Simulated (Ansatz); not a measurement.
**Iridium, fcc: convergence with the k-point mesh**

Computed with Ansatz, PBE, scalar-relativistic PAW, on the relaxed cell (a = 3.872 Å; spin not included). Errors count from a run at 420 eV on a Γ-centred 23×23×23 mesh with Fermi-Dirac smearing of 0.1 eV, extrapolated to zero width. Fixed here: cutoff 420 eV, Fermi-Dirac width 0.1 eV. The SCF starts from atomic densities corrected by a trained network.

| k-mesh | E(σ→0) error (meV/atom) | P (GPa) | SCF iterations |
| --- | --- | --- | --- |
| 2×2×2 | 4705.2 | 73.90 | 7 |
| 4×4×4 | -477.9 | -9.70 | 6 |
| 5×5×5 | 243.1 | 4.25 | 6 |
| 7×7×7 | -71.8 | -1.37 | 6 |
| 9×9×9 | -17.2 | -0.68 | 6 |
| 15×15×15 | -4.4 | -0.30 | 6 |
| 20×20×20 | -0.6 | -0.23 | 6 |

Problem. What does the run at 11×11×11 give (k-mesh)?

Solution. E(σ→0) error (meV/atom): 26.3; P (GPa): 0.35; SCF iterations: 6.

Within 5 meV/atom of the last row: from 15×15×15 on.
